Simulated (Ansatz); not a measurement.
# AlHS (singlet): wave-function methods side by side at scale of all distances = 0.888, 6-31G

One table from this session's results is given with a row withheld; the runs are named, their logs left out.

The runs use Ansatz 0.2.0, Gaussian basis; 6-31G, core rule «outside noble gas», up to 10 orbitals frozen.

Plan: UHF; CCSD(T) on RHF; BCCD(T) on RHF; CISD; CCSDT(Q) on RHF; CISDTQ; CCSDTQ on RHF; CASSCF and MRCISD+Q, 2 electrons in 2 orbitals; CASSCF and NEVPT2, 2 electrons in 2 orbitals; CASSCF and MRCISD+Q, 10 electrons in 9 orbitals; CASSCF and MRCISD+Q(relaxed), 10 electrons in 9 orbitals; CASSCF and NEVPT2, 10 electrons in 9 orbitals; Full CI.

19 further runs of the same task are left out: 16 that didn't finish, 3 set aside as unsound or not needed. Runs told in other sessions of the task aren't counted.

**The geometry**

The geometry derives from a PBE0/def2-TZVP stationary point (not a proven minimum). All distances are scaled together.

3 atoms, charge 0, spin multiplicity 1.

Atoms are counted from 1 here; the program's logs count them from 0.

Bond lengths: Al1–S2 1.775 Å, Al1–H3 1.394 Å. Angles: S2–Al1–H3 180.0°.

The first run:

in.yaml

```yaml
crystal:
  periodic: [false, false, false]
  atoms:
    - {symbol: Al, position_ang: [0.000000, 0.000000, 0.127073]}
    - {symbol: S, position_ang: [0.000000, 0.000000, -1.647862]}
    - {symbol: H, position_ang: [0.000000, 0.000000, 1.520789]}
basis:
  gaussian: {orbitals: 6-31G}
magnetization: {spin_polarized: true, initial_magnetization: 0}
hamiltonian: {xc: hf}
output: {orbitals: {seedname: orbitals}}
```

Launch:

```console
> ansatz run in.yaml --threads 1 --pin off --events-out ev --progress --plain --max-ram 2393MiB
```

Among the steps run: UHF; CCSD(T) on RHF; BCCD(T) on RHF; CISD; CCSDT(Q) on RHF; CISDTQ; CCSDTQ on RHF; CASSCF and MRCISD+Q, 2 electrons in 2 orbitals; CASSCF and NEVPT2, 2 electrons in 2 orbitals; CASSCF and MRCISD+Q, 10 electrons in 9 orbitals; CASSCF and MRCISD+Q(relaxed), 10 electrons in 9 orbitals; CASSCF and NEVPT2, 10 electrons in 9 orbitals; Full CI.

One of the session's tables, all rows but one given; the rest of the session is left out.

```
                   method  from FCI (kJ/mol)
                      RHF             +267.0
                     RMP2              +45.4
                     CISD              +23.1
                    RCCSD              +10.7
                 RCCSD(T)               +1.8
                  BCCD(T)               +1.6
                   RCCSDT               -0.2
                   CISDTQ               +1.3
                RCCSDT(Q)               -0.1
                  RCCSDTQ               -0.1
           CASSCF valence              +83.0
           NEVPT2 valence              +24.0
           MRCISD valence               +2.3
         MRCISD+Q valence                  ?
MRCISD+Q(relaxed) valence                0.0
                      FCI                  0
```

Q: Estimate the row for MRCISD+Q valence from the others.

**Answer.** from FCI (kJ/mol): +0.6. In the column «from FCI (kJ/mol)» it lies between FCI (0) and CISDTQ (+1.3).

Left out of the table: CASSCF pair, NEVPT2 pair, MRCISD pair, MRCISD+Q pair (the active space lost an orbital or holds another state than full CI finds).

Limits of these values: Warnings in the runs' records: passed over end.
